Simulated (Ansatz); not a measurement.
C3H5NO can be A, `C=C1NCO1`, or B, `NCC=C=O`.

Isolated molecules relaxed with PBE0-D4/def2-TZVP in Ansatz; ΔE leaves out vibrations. CCSD(T)/CBS adds triple-zeta CCSD(T) − MP2 to the extrapolated MP2 energy (def2 sets, frozen cores). Functionals use def2-TZVPP. Each species was taken in one conformer, which may not be the lowest.

A:

Z-matrix (Å, degrees):
```
C
O 1 1.433
C 1 1.960 2 44.5
N 1 1.458 2 89.9 3 -6.8
H 1 1.096 2 111.9 3 110.9
H 1 1.093 2 111.9 3 -123.7
C 3 1.323 2 129.6 1 -173.4
H 4 1.010 1 118.9 2 126.6
H 7 1.080 3 120.1 2 1.2
H 7 1.080 3 120.1 2 -178.0
```

B:

```xyz
10

N     1.491   -0.210   -0.162
C     0.126   -0.641    0.114
C    -0.799    0.527    0.314
C    -1.534    1.008   -0.656
O    -2.196    1.413   -1.515
H     2.110   -1.011   -0.207
H     1.828    0.387    0.584
H    -0.216   -1.237   -0.736
H     0.036   -1.284    1.002
H    -0.846    1.049    1.262
```

(1) Which isomer does CCSD(T)/CBS put lower? Give the gap. (Best estimate.)

(2) Give E(B) − E(A) in kcal/mol with CCSD(T)/def2-SVP, ωB97M-V, PBE-D4, LDA (SPW92), BLYP-D4, CCSD(T)/def2-TZVPP, B2PLYP. (Estimate.)

(3) Does the order hold for the free energy at 298.15 K (harmonic terms from PBE0-D4)? (An estimate is asked.)

Largest T1 diagnostic: 0.014.

## Answers

(1) Computed: B, by 15.3 kcal/mol.

(2) Computed: CCSD(T)/def2-SVP -16.1, ωB97M-V -14.3, PBE-D4 -15.0, LDA (SPW92) -9.0, BLYP-D4 -19.1, CCSD(T)/def2-TZVPP -15.3, B2PLYP -17.7. None reverses the order clearly.

(3) Computed: Yes: G(B) − G(A) = -17.4 kcal/mol, for one conformer each.

At CCSD(T), def2-SVP lies −0.8 kcal/mol from the extrapolated value and def2-TZVPP −0.0 kcal/mol. From PBE to PBE0 (25 % exact exchange), in def2-TZVPP and without D4, E(B) − E(A) moves by +2.1 kcal/mol.
